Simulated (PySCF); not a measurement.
Neon: a sound run and one with changed settings

Sound run: Ne [Ne], Ne⁺ [He] 2s2 2p5. Computed with PySCF 2.14 in aug-cc-pVDZ, with the non-relativistic Hamiltonian (point nucleus). The sound run starts from symmetry-adapted Hartree-Fock orbitals and uses a fine grid where one is needed.

Changed run: 6 angular points. This setting is unsound on purpose.

```json
{"species": "Ne", "method": "UHF", "sound run (hartree)": "-128.49635", "changed run (hartree)": "-128.49635", "converged": "yes"}
{"species": "Ne", "method": "PBE", "sound run (hartree)": "-128.81376", "changed run (hartree)": "-128.81376", "converged": "yes"}
{"species": "Ne", "method": "B3LYP", "sound run (hartree)": "-128.92799", "changed run (hartree)": "-128.92799", "converged": "yes"}
{"species": "Ne⁺", "method": "UHF", "sound run (hartree)": "-127.76688", "changed run (hartree)": "-127.76688", "converged": "yes"}
{"species": "Ne⁺", "method": "PBE", "sound run (hartree)": "-128.01451", "changed run (hartree)": "-128.06407", "converged": "yes"}
{"species": "Ne⁺", "method": "B3LYP", "sound run (hartree)": "-128.12650", "changed run (hartree)": "-128.16225", "converged": "yes"}
```

Ionisation energy of Ne:

| method | sound run (eV) | changed run (eV) |
| --- | --- | --- |
| UHF | 19.850 | 19.850 |
| PBE | 21.749 | 20.400 |
| B3LYP | 21.810 | 20.837 |

A coarse angular grid integrates products of high-l functions wrongly, so density functionals can shift, and the SCF can exploit the error; Hartree-Fock and MP2 need no grid.

For comparison, NIST gives 21.565 eV between the lowest levels.
